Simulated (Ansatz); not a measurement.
Geometry optimisation, RKS r2SCANh/def2-SVP in Ansatz.

Input file:

```yaml
crystal:
  periodic: [false, false, false]
  atoms:
    - { symbol: B, position_ang: [-1.87365, 0.06715, 0.63842] }
    - { symbol: C, position_ang: [-0.6046, -0.26579, 0.44021] }
    - { symbol: "N", position_ang: [0.61762, -0.13102, -0.12159] }
    - { symbol: H, position_ang: [1.37002, 0.17816, 0.48167] }
    - { symbol: H, position_ang: [0.90524, -0.84827, -0.77649] }
basis:
  gaussian: { orbitals: def2-SVP }
hamiltonian:
  xc: r2scanh
relax:
  f_tol: 0.015
  max_steps: 40
```

Run as:

```bash
$ ansatz run input.yaml --threads 1 --pin off --max-ram 2048MiB --backend cpu --events-out ev --progress --plain --runs-dir out
```

Q: Where does it end, and by what steps?

A: The run converged. After 6 steps the energy has fallen by 0.639 eV; N3 moved furthest, 0.20 Å.

```tsv
step	energy less start (eV)	largest force component (eV/Å)	accepted
0	0.0000	7.526	yes
1	-0.4705	3.455	yes
2	-0.5231	2.210	yes
3	-0.6266	0.640	yes
4	-0.6326	0.683	yes
5	-0.6386	0.016	yes
6	-0.6386	0.014	yes
```

```xyz
5
Properties=species:S:1:pos:R:3
B -1.930 0.153 0.588
C -0.557 -0.358 0.498
N 0.626 -0.286 0.002
H 1.375 0.269 0.427
H 0.901 -0.777 -0.854
```

The run took 10 s on 1 thread of Intel(R) Xeon(R) Platinum 8488C (Sapphire Rapids), with other jobs on the host, peak memory 0.15 GiB.
